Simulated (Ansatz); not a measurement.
# CHNSi: the cost of one run

Program: Ansatz 0.2.0, Gaussian basis. Level of theory: def2-QZVPP, core rule «outside noble gas», up to 7 orbitals frozen. These are calculated values, not measurements.

To be run: UHF; ROHF; CCSD(T) on UHF.

2 further runs of the same task are left out: 2 set aside as unsound or not needed. Runs told in other sessions of the task aren't counted.

## 1. The geometry

The geometry is a PBE0/def2-TZVP stationary point (not a proven minimum) of the parent state, kept for this charge and spin.

4 atoms, charge 1, spin multiplicity 4.

Atoms are counted from 1 here; the program's logs count them from 0.

Bond lengths: C1–N2 1.240 Å, C1–Si3 1.952 Å, N2–H4 1.013 Å. Angles: N2–C1–Si3 78.7°, C1–N2–H4 135.7°.

## 2. UHF

in.yaml reads:

```yaml
crystal:
  periodic: [false, false, false]
  atoms:
    - {symbol: C, position_ang: [0.000000, -0.784833, 0.780179]}
    - {symbol: N, position_ang: [0.000000, 0.409287, 1.114041]}
    - {symbol: Si, position_ang: [0.000000, 0.098619, -0.960690]}
    - {symbol: H, position_ang: [0.000000, 0.916592, 1.991118]}
basis:
  gaussian: {orbitals: "def2-QZVPP.json"}
total_charge: 1
magnetization: {spin_polarized: true, initial_magnetization: 3}
hamiltonian: {xc: hf}
output: {orbitals: {seedname: orbitals}}
```

Started as:

```
$ ansatz run in.yaml --threads 1 --pin off --events-out ev --progress --plain --max-ram 2393MiB
```

What time and memory should one allow on 1 thread of Arm Neoverse V1, shared host?

About 37 s, with a peak of 0.49 GiB.
